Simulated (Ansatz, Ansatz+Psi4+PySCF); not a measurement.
```tsv
atom	x (Å)	y (Å)	z (Å)
N	0.0000	0.0000	0.0000
S	-1.0647	0.9901	0.3258
```

Basis set: cc-pVTZ on N; cc-pV(T+d)Z on S (spherical functions). Correlated methods keep 6 orbitals frozen. Correlation on ROHF uses semicanonical orbitals with singles. Charge 0, multiplicity 2.

Computed with Ansatz (development build ahead of 0.2.0); each method stands on the lowest determinant of its kind that the runs found.

Problem. Give the atomization energy at this shape (free ground-state atoms in the same class of orbitals less the molecule, no zero-point energy) of doublet NS by ROHF-MP2, UHF-MP2, UHF.

Solution.

| method | atomization energy |
| --- | --- |
| ROHF-MP2 | 4.83 eV |
| UHF-MP2 | 3.92 eV |
| UHF | 1.32 eV |

Caution for UHF-MP2: another reference gives a lower total. Caution for UHF-MP2, UHF: the determinant may break the point group; the unrestricted determinant is spin contaminated.
